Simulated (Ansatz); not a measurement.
One change: `Clc1ccsc1` becomes `c1ccsc1`.

Ansatz, PBE0-D4/def2-TZVP geometries, multiplicity 1. 

```
                                      property  `Clc1ccsc1`
          HOMO–LUMO gap (PBE0/def2-TZVPP) / eV         6.24
           HOMO–LUMO gap (PBE/def2-TZVPP) / eV         4.32
         LUMO energy (ωB97M-V/def2-TZVPP) / eV         1.36
            LUMO energy (PBE0/def2-TZVPP) / eV        -0.70
            HOMO energy (PBE0/def2-TZVPP) / eV        -6.94
size of the dipole moment (PBE/def2-TZVPP) / D         1.22
```

(1) Give the same properties after the change, and the shifts. (Best estimate.)

## Answers

(1) Computed: 
```
                                      property  `c1ccsc1`  shift
          HOMO–LUMO gap (PBE0/def2-TZVPP) / eV       6.53   0.29
           HOMO–LUMO gap (PBE/def2-TZVPP) / eV       4.62   0.30
         LUMO energy (ωB97M-V/def2-TZVPP) / eV       1.69   0.33
            LUMO energy (PBE0/def2-TZVPP) / eV      -0.36   0.34
            HOMO energy (PBE0/def2-TZVPP) / eV      -6.89   0.05
size of the dipole moment (PBE/def2-TZVPP) / D       0.42  -0.80
```

With PBE0 the HOMO rises by 0.05 eV and the LUMO rises by 0.34 eV, so the gap widens by about 0.29 eV. PBE moves the HOMO by 0.01 eV and ωB97M-V by -0.02 eV. Dipoles are sizes alone; their direction can turn.
